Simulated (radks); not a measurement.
# B²⁺ in [He] 3d1: an all-electron calculation

Wanted: eigenvalues, radial structure and energy terms of the boron ion B2+.

Method: scalar-relativistic Kohn-Sham, BLYP, spin-polarised, spherical densities, finite nucleus; open shells are filled with parallel spins first. Code: radks (a radial shooting solver on a logarithmic mesh, Libxc functionals) version 1.

## (1) The system

```
element            : boron (Z = 5)
charge             : +2
electrons          : 3
configuration      : [He] 3d1
nuclear rms radius : 2.406 fm
```

The outer shells:

B²⁺
```
[He] core
3d [↑ ][  ][  ][  ][  ]
```

## (2) The run

Settings of this run:

```text
Z 5
configuration [He] 3d1 2s0 2p0 4d0 4f0
relativity scalar-relativistic
functional b88,lyp
spin polarised
nucleus finite rms 2.406 fm
c 137.035999084
```

Command:

```console
python run_ks.py task.json out
```

All runs below come from this command, one after another.

What does the calculation give?

The runs gave:

```
                        quantity                   value
                    total energy       -22.53117 hartree
exchange-correlation share of it                 13.60 %
                            −T/E                  0.9986
          highest occupied level       3d up, -11.091 eV
    most extended occupied level  3d up, <r> = 3.45 bohr
 radius at density 0.001 e/bohr³               4.17 bohr
    maxima of the radial density                       2
```

**Reading.** 2 principal shells are occupied and 2 maxima appear in the radial density. This is not the tabulated ground configuration, so its levels and sizes aren't those of the ground state, and no measured value stands beside it.
